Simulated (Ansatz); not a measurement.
We consider 1T (CdI2-type) CdI2, described by rVV10 in Ansatz (PAW).

Question: What does this level give for the interlayer binding energy, layer repeat distance and gap between the layers?

Answer: 
- interlayer binding energy = 16.8 meV/Å²
- layer repeat distance = 6.806 Å
- gap between the layers = 3.306 Å

Spin–orbit coupling is not included.

Computing time: very roughly 5 core-minutes.

Ansatz is a program for electronic structure.
